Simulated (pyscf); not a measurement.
This saddle point was located with ωB97X-D3(BJ)/def2-SVP in PySCF.

```xyz
10

V     -0.8101    -0.2223    -0.4956
O     -1.3766     0.9148     0.9428
O     -0.2122    -1.5340     0.0226
O      0.1151     0.4350    -1.8050
O     -2.3479    -0.6354    -1.1792
H     -1.9311     0.5823     1.6611
H      1.0803     0.4485    -1.7100
H     -2.6831    -1.5420    -1.1908
Cl     1.2818     1.0760     0.9603
H     -0.2118     1.1714     1.2323
```
Charge 0, spin multiplicity 1.

Surface: singlet, charge 0. Lowest wavenumbers (cm⁻¹): 714i, 97, 137, 184, 212.

### Question
Which two sides does it connect, and which bonds change?

### Answer
O=V(OH)(OH)–OH + hydrogen chloride (HCl) <-> O=V(OH)(OH)–Cl + water (H₂O), a four-centre exchange read from left to right: O–V, Cl–H broken and Cl–V, H–O formed. At ωB97M-D3(BJ)/def2-TZVP it lies +9.2 kcal/mol from the left side and +14.3 kcal/mol from the right (each side as separated species at their lowest minima found). On the reactant side the descent ends in a complex, 4.6 kcal/mol under the separated species and 11.7 kcal/mol under the saddle at ωB97X-D3(BJ)/def2-TZVP. On the product side the descent ends in an adduct with a O–V contact (not fully relaxed), 2.8 kcal/mol under the separated species and 17.2 kcal/mol under the saddle at ωB97X-D3(BJ)/def2-TZVP. What is counted as broken (O–V) persists as a longer contact in the product adduct; parting that adduct is a step of its own. At ωB97X-D3(BJ)/def2-TZVP the barrier from the zero used here is 7.0 kcal/mol. One saddle was located; it need not be the lowest between these sides.
